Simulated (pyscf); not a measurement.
Optimised with ωB97X-D3(BJ)/def2-SVP in PySCF. Correlated levels are frozen-core, on RHF or UHF. ΔMP2 is the change of the MP2 total energy from the triple- to the quadruple-zeta basis.

Task: H₂N–SiH₂–F (SMILES N[SiH2]F) -> F–SiH: (SMILES F[SiH]) [singlet] + NH₃ (SMILES N)
Surface: singlet. Broken: N–Si, H–Si. Formed: H–N. Give ΔE‡ and ΔE from CCSD(T)/def2-TZVPP + ΔMP2(QZVPP), relative to the reactant's lowest minimum found.

Result: ΔE‡ = 78.7 kcal/mol, ΔE = +64.9 kcal/mol. Zero-point energy shifts the barrier by -1.8 kcal/mol. It is a 1,1-elimination, with an imaginary mode of 1612i cm⁻¹. On the product side the descent ends in an adduct with a N–Si contact, 26.8 kcal/mol under the separated species and 38.0 kcal/mol under the saddle at ωB97X-D3(BJ)/def2-TZVP. What is counted as broken (N–Si) persists as a longer contact in the product adduct; parting that adduct is a step of its own. One saddle was located; it need not be the lowest between these sides. The CCSD(T) − MP2 part came from Ansatz, without density fitting, on the same reference.
